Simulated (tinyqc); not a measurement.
MP2 on RHF in the sto-3g basis, for H2F+, spin multiplicity 1, step by step. One step of it, computed by the program tinyqc.

Task: Second-order Moller-Plesset energy. E2 = sum_ijab (ia|jb) [2 (ia|jb) - (ib|ja)] / (e_i + e_j - e_a - e_b) over occupied i, j and virtual a, b; the opposite-spin part is (ia|jb)^2 / denominator, the rest is same-spin, and SCS-MP2 scales them by 6/5 and 1/3.

orbital energies (hartree): MO1 -26.618061, MO2 -2.039310, MO3 -1.156199, MO4 -1.067296, MO5 -1.032299, MO6 -0.044619, MO7 0.107887

Two-electron integrals over orbitals (pq|rs), unique and non-zero (hartree):
```
(11|11) 5.362624    (21|11) -0.503500   (21|21) 0.075101    (22|11) 1.203759
(22|21) -0.019274   (22|22) 0.860264    (31|11) 0.029271    (31|21) -0.003698
(31|22) 0.003215    (31|31) 0.017924    (32|11) -0.018439   (32|21) 0.001836
(32|22) 0.004471    (32|31) 0.025997    (32|32) 0.157260    (33|11) 0.993623
(33|21) -0.008434   (33|22) 0.759674    (33|31) -0.001280   (33|32) -0.006410
(33|33) 0.738035    (41|11) 0.134762    (41|21) -0.017207   (41|22) 0.013982
(41|31) 0.001494    (41|32) 0.000012    (41|33) 0.005003    (41|41) 0.027685
(42|11) -0.097783   (42|21) 0.008128    (42|22) 0.000365    (42|31) -0.000030
(42|32) 0.001132    (42|33) -0.008648   (42|41) 0.028855    (42|42) 0.157280
(43|11) 0.020703    (43|21) -0.000913   (43|22) 0.007808    (43|31) -0.004015
(43|32) 0.004297    (43|33) 0.010177    (43|41) -0.001957   (43|42) -0.011755
(43|43) 0.049933    (44|11) 1.138592    (44|21) -0.014123   (44|22) 0.804626
(44|31) 0.000244    (44|32) -0.013207   (44|33) 0.708457    (44|41) -0.010366
(44|42) -0.087758   (44|43) 0.011130    (44|44) 0.869776    (51|51) 0.029594
(52|51) 0.039086    (52|52) 0.181402    (53|51) -0.002136   (53|52) -0.007662
(53|53) 0.038925    (54|51) -0.009793   (54|52) -0.035547   (54|53) 0.002728
(54|54) 0.053739    (55|11) 1.264013    (55|21) -0.014173   (55|22) 0.880273
(55|31) 0.000841    (55|32) -0.009746   (55|33) 0.749385    (55|41) 0.003852
(55|42) -0.053808   (55|43) 0.011859    (55|44) 0.824270    (55|55) 0.997514
(61|11) 0.192657    (61|21) -0.030441   (61|22) 0.003358    (61|31) 0.004618
(61|32) 0.003987    (61|33) 0.001691    (61|41) -0.006019   (61|42) -0.019590
(61|43) 0.000695    (61|44) 0.013050    (61|55) 0.005343    (61|61) 0.020144
(62|11) -0.266973   (62|21) 0.006585    (62|22) -0.136769   (62|31) 0.002595
(62|32) 0.016242    (62|33) -0.089027   (62|41) -0.017845   (62|42) -0.044419
(62|43) -0.005215   (62|44) -0.088091   (62|55) -0.139746   (62|61) 0.006713
(62|62) 0.074576    (63|11) 0.094877    (63|21) -0.002052   (63|22) 0.048857
(63|31) -0.004265   (63|32) 0.015578    (63|33) 0.044195    (63|41) 0.000289
(63|42) -0.014204   (63|43) 0.016753    (63|44) 0.037698    (63|55) 0.053367
(63|61) 0.000162    (63|62) -0.019852   (63|63) 0.064350    (64|11) -0.286471
(64|21) 0.003919    (64|22) -0.150535   (64|31) -0.002107   (64|32) -0.013129
(64|33) -0.093972   (64|41) -0.004091   (64|42) 0.021448    (64|43) -0.008357
(64|44) -0.156594   (64|55) -0.158205   (64|61) -0.000261   (64|62) 0.056584
(64|63) -0.036989   (64|64) 0.089099    (65|51) -0.012470   (65|52) -0.048184
(65|53) 0.007340    (65|54) -0.009215   (65|65) 0.025133    (66|11) 0.704114
(66|21) -0.005619   (66|22) 0.573335    (66|31) -0.002971   (66|32) -0.040170
(66|33) 0.551599    (66|41) 0.015379    (66|42) 0.066766    (66|43) -0.028498
(66|44) 0.546482    (66|55) 0.550219    (66|61) -0.006102   (66|62) -0.053135
(66|63) -0.034410   (66|64) -0.013867   (66|66) 0.590755    (71|11) 0.068644
(71|21) -0.011136   (71|22) 0.000322    (71|31) -0.015899   (71|32) -0.023399
(71|33) 0.002701    (71|41) 0.000453    (71|42) -0.003353   (71|43) 0.004106
(71|44) 0.003271    (71|55) 0.001849    (71|61) 0.002452    (71|62) -0.002550
(71|63) 0.004016    (71|64) 0.001436    (71|66) 0.002942    (71|71) 0.017013
(72|11) -0.098068   (72|21) 0.002225    (72|22) -0.050199   (72|31) -0.017155
(72|32) -0.061194   (72|33) -0.022524   (72|41) -0.003368   (72|42) -0.002650
(72|43) 0.023221    (72|44) -0.038998   (72|55) -0.050190   (72|61) -0.002588
(72|62) 0.009491    (72|63) 0.020341    (72|64) 0.019674    (72|66) -0.022547
(72|71) 0.015029    (72|72) 0.058938    (73|11) -0.407957   (73|21) 0.008075
(73|22) -0.196292   (73|31) -0.000178   (73|32) 0.022462    (73|33) -0.157488
(73|41) 0.001227    (73|42) 0.058302    (73|43) -0.001507   (73|44) -0.188300
(73|55) -0.221368   (73|61) -0.004901   (73|62) 0.061427    (73|63) -0.015924
(73|64) 0.083891    (73|66) -0.034847   (73|71) -0.001655   (73|72) 0.029185
(73|73) 0.158596    (74|11) -0.031008   (74|21) 0.000248    (74|22) -0.014242
(74|31) 0.007454    (74|32) 0.055212    (74|33) -0.009403   (74|41) -0.002660
(74|42) -0.008518   (74|43) -0.007415   (74|44) -0.018247   (74|55) -0.016081
(74|61) 0.002794    (74|62) 0.013329    (74|63) 0.034497    (74|64) -0.005144
(74|66) -0.037157   (74|71) -0.006787   (74|72) -0.007081   (74|73) 0.023244
(74|74) 0.047915    (75|51) -0.004391   (75|52) -0.016976   (75|53) -0.023880
(75|54) 0.000830    (75|65) 0.002713    (75|75) 0.020312    (76|11) -0.003603
(76|21) 0.000292    (76|22) 0.005397    (76|31) 0.008082    (76|32) 0.076355
(76|33) -0.001007   (76|41) 0.002888    (76|42) 0.008311    (76|43) 0.040755
(76|44) -0.012385   (76|55) -0.001216   (76|61) -0.000110   (76|62) -0.006427
(76|63) 0.058669    (76|64) -0.025265   (76|66) -0.067739   (76|71) -0.007635
(76|72) 0.006353    (76|73) 0.029771    (76|74) 0.047023    (76|76) 0.113241
(77|11) 0.783812    (77|21) -0.007235   (77|22) 0.612225    (77|31) 0.006398
(77|32) 0.052448    (77|33) 0.612087    (77|41) 0.004117    (77|42) 0.010570
(77|43) 0.023306    (77|44) 0.578079    (77|55) 0.594622    (77|61) 0.002662
(77|62) -0.043733   (77|63) 0.052877    (77|64) -0.046243   (77|66) 0.497686
(77|71) -0.004636   (77|72) -0.012154   (77|73) -0.044001   (77|74) 0.029915
(77|76) 0.063858    (77|77) 0.615896
```

Hartree-Fock energy = -98.85286294 hartree

Give: Terms; Pair energies; MP2 correlation energy; SCS-MP2 correlation energy; MP2 total energy.

Result:

Terms (the 40 largest of 68):
```
i  j  a  b  (ia|jb)  (ib|ja)  denominator       term
3  3  7  7    0.159    0.159       -2.528     -0.010
3  4  7  6    0.084    0.034       -2.287  -4.89e-03
4  3  6  7    0.084    0.034       -2.287  -4.89e-03
4  4  6  6    0.089    0.089       -2.045  -3.88e-03
2  3  6  7    0.061    0.020       -3.259  -1.93e-03
3  2  7  6    0.061    0.020       -3.259  -1.93e-03
3  3  6  6    0.064    0.064       -2.223  -1.86e-03
2  2  6  6    0.075    0.075       -3.989  -1.39e-03
4  2  6  6    0.057    0.057       -3.017  -1.06e-03
2  4  6  6    0.057    0.057       -3.017  -1.06e-03
4  4  7  7    0.048    0.048       -2.350  -9.77e-04
2  2  7  7    0.059    0.059       -4.294  -8.09e-04
3  4  6  6   -0.037   -0.037       -2.134  -6.41e-04
4  3  6  6   -0.037   -0.037       -2.134  -6.41e-04
5  5  6  6    0.025    0.025       -1.975  -3.20e-04
3  2  7  7    0.029    0.029       -3.411  -2.50e-04
2  3  7  7    0.029    0.029       -3.411  -2.50e-04
3  4  6  7    0.034    0.084       -2.287   2.25e-04
4  3  7  6    0.034    0.084       -2.287   2.25e-04
3  4  7  7    0.023    0.023       -2.439  -2.22e-04
4  3  7  7    0.023    0.023       -2.439  -2.22e-04
5  5  7  7    0.020    0.020       -2.280  -1.81e-04
2  4  7  6    0.020    0.013       -3.170  -1.61e-04
4  2  6  7    0.020    0.013       -3.170  -1.61e-04
2  3  7  6    0.020    0.061       -3.259   1.29e-04
3  2  6  7    0.020    0.061       -3.259   1.29e-04
2  3  6  6   -0.020   -0.020       -3.106  -1.27e-04
3  2  6  6   -0.020   -0.020       -3.106  -1.27e-04
3  3  6  7   -0.016   -0.016       -2.376  -1.07e-04
3  3  7  6   -0.016   -0.016       -2.376  -1.07e-04
2  4  6  7    0.013    0.020       -3.170  -2.94e-05
4  2  7  6    0.013    0.020       -3.170  -2.94e-05
2  2  7  6    0.009    0.009       -4.142  -2.17e-05
2  2  6  7    0.009    0.009       -4.142  -2.17e-05
4  2  7  7   -0.007   -0.007       -3.322  -1.51e-05
2  4  7  7   -0.007   -0.007       -3.322  -1.51e-05
4  4  7  6   -0.005   -0.005       -2.198  -1.20e-05
4  4  6  7   -0.005   -0.005       -2.198  -1.20e-05
2  1  7  7    0.015    0.015      -28.873  -7.82e-06
1  2  7  7    0.015    0.015      -28.873  -7.82e-06
```

Pair energies (hartree; pair i-j sums ij and ji):
```
pair  opposite spin  same spin
1-1       -1.33e-05          0
2-1       -1.97e-05  -1.00e-10
2-2       -2.25e-03          0
3-1       -3.08e-06  -5.71e-06
3-2       -3.32e-03  -1.04e-03
3-3          -0.012      0.000
4-1       -4.02e-06  -1.33e-07
4-2       -2.51e-03  -2.54e-05
4-3          -0.009  -2.13e-03
4-4       -4.88e-03          0
5-5       -5.08e-04          0
```

MP2 correlation energy = -0.03766 hartree

SCS-MP2 correlation energy = -0.04241 hartree

MP2 total energy = -98.89052 hartree
